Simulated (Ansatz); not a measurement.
Strength of the O–C bond: C4H10O2 → C3H7O + CH3O

Species: C4H10O2 (1,2-dimethoxyethane) `COCCOC`, singlet; C3H7O `[CH2]COC`, doublet; CH3O `C[O]`, doublet. 

Shapes, held fixed at every level: PBE0-D4/def2-TZVP. Flexible molecules stand in one conformer, not always the lowest. Programs: Ansatz 0.2.0. The zero-point and thermal change to 298 K, harmonic and unscaled (PBE0-D4/def2-TZVP), is -27.4 kJ/mol.

```json
{"level": "SPW92/def2-TZVPP", "kind": "LDA", "ΔH(298 K) (kJ/mol)": "+418.3", "less CCSD(T)/CBS estimate": "+59.0"}
{"level": "BHLYP-D4/def2-TZVPP", "kind": "global hybrid", "ΔH(298 K) (kJ/mol)": "+311.5", "less CCSD(T)/CBS estimate": "-47.8"}
{"level": "PBE0-D4/def2-TZVPP", "kind": "global hybrid", "ΔH(298 K) (kJ/mol)": "+333.0", "less CCSD(T)/CBS estimate": "-26.3"}
{"level": "wB97M-V/def2-TZVPP", "kind": "range-separated hybrid", "ΔH(298 K) (kJ/mol)": "+349.2", "less CCSD(T)/CBS estimate": "-10.1"}
{"level": "MP2/def2-TZVPP", "kind": "perturbation theory", "ΔH(298 K) (kJ/mol)": "+387.3", "less CCSD(T)/CBS estimate": "+28.0"}
{"level": "CCSD(T)/def2-SVP", "kind": "coupled cluster or CI", "ΔH(298 K) (kJ/mol)": "+350.7", "less CCSD(T)/CBS estimate": "-8.6"}
{"level": "CCSD(T)/CBS estimate", "kind": "coupled cluster or CI", "ΔH(298 K) (kJ/mol)": "+359.3", "less CCSD(T)/CBS estimate": "0.0"}
```

The highest level, CCSD(T)/CBS estimate, gives ΔH(298 K) = +359.3 kJ/mol; the levels span +311.5 to +418.3. The column of differences is taken from that level and isn't an error. No measured value is set beside it here. Open shells run unrestricted unless RO is named. The CBS estimate extrapolates MP2 from def2-TZVPP and def2-QZVPP and adds CCSD(T) − MP2 in the triple-zeta set, cores frozen.
